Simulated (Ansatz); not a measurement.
Reaction: N2H4 (hydrazine, SMILES NN) → 2 NH2 (SMILES [NH2], doublet) (the N-N bond breaks)
Each species at its own B3LYP-D3(BJ)/def2-TZVP minimum (Ansatz, an electronic-structure program).

Property: bond dissociation energy (electronic), in kJ/mol. UHF or UKS for unpaired electrons; spin-orbit terms are left out. CBS(X,Y): correlation extrapolated as X^-3, Hartree-Fock from the larger set (Q,5: extrapolated as (X+1)exp(-9√X)). A bracket is a step between two methods taken in the basis named. The functionals are non-relativistic, so their misses hold any scalar relativity. Double hybrids freeze cores in their MP2 part. 'core' is core correlation in cc-pwCVTZ, 'X2C' scalar relativity in cc-pVTZ-DK, both at CCSD(T).

CCSD(T)/CBS(cc-pVQZ,cc-pV5Z) + [CCSDT(Q) - CCSD(T)]/cc-pVTZ + core + X2C (Ansatz) gives 306.1 kJ/mol.

### Question
What does PBE/def2-TZVPD (Ansatz) give here, and how do the other levels compare?

### Answer
PBE gives 316.5 kJ/mol, 10.4 kJ/mol above it. Differences of the others: B3LYP/def2-TZVPD (Ansatz) -21.2; PBE0/def2-TZVPD (Ansatz) -5.5; wB97M-V/def2-TZVPD (Ansatz) 4.6; B2PLYP/def2-TZVPD (Ansatz) -13.6; CCSD(T)/CBS(cc-pVQZ,cc-pV5Z) + core + X2C (Ansatz) 0.7 kJ/mol. Nearer than PBE: PBE0/def2-TZVPD, wB97M-V/def2-TZVPD, CCSD(T)/CBS(cc-pVQZ,cc-pV5Z) + core + X2C.
